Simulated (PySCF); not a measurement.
**Spin states of AlCl**

Unrestricted PBE0; basis Al jorge-DZP-DKH, Cl jorge-DZP-DKH; spin-free X2C with a Gaussian nucleus; PySCF 2.14. Outer shells of the fragments: Al 3s2 3p1; Cl 3s2 3p5.

Followed along the bond (rough minima from three points):

```csv
2Ms+1,unpaired,⟨S²⟩ at the start,R at minimum (Å),Te (eV)
1,none,0.00,2.19,0.00
3,"σ ↑, π ↑",2.00,2.15,2.84
```

Solutions found at the starting distance of 2.165 Å, counted from the lowest of them; the search is not exhaustive and high or unbound solutions are not listed, so other states can lie among these:

```json
{"2Ms+1": "1", "unpaired": "none", "term": "¹Σ⁺", "E (eV)": "0.00", "⟨S²⟩": "0.00", "⟨Lz²⟩": "0.00", "μ (D)": "-1.76"}
{"2Ms+1": "3", "unpaired": "σ ↑, π ↑", "term": "³Π", "E (eV)": "2.84", "⟨S²⟩": "2.00", "⟨Lz²⟩": "1.00", "μ (D)": "-2.13"}
{"2Ms+1": "1", "unpaired": "σ ↑, π ↓", "term": "mixed", "E (eV)": "3.56", "⟨S²⟩": "1.01", "⟨Lz²⟩": "1.01", "μ (D)": "-1.73"}
{"2Ms+1": "3", "unpaired": "σ ↑↑", "term": "³Σ⁺", "E (eV)": "5.38", "⟨S²⟩": "2.00", "⟨Lz²⟩": "0.00", "μ (D)": "-1.82"}
{"2Ms+1": "3", "unpaired": "π ↑↑", "term": "mixed", "E (eV)": "6.26", "⟨S²⟩": "2.01", "⟨Lz²⟩": "2.01", "μ (D)": "3.98"}
{"2Ms+1": "3", "unpaired": "π ↑↑", "term": "mixed", "E (eV)": "6.44", "⟨S²⟩": "2.01", "⟨Lz²⟩": "2.02", "μ (D)": "4.02"}
```

A term symbol is given only where ⟨S²⟩ and ⟨Lz²⟩ are close to those of a pure state; real π, δ and φ orbitals otherwise mix terms. A positive dipole means Al(−)Cl(+).

The measured ground state is X ¹Σ+ (Huber and Herzberg, Constants of Diatomic Molecules (1979)).

Counting both spins, an empty level lies below a filled one in some of these solutions, because spin and occupation are held.
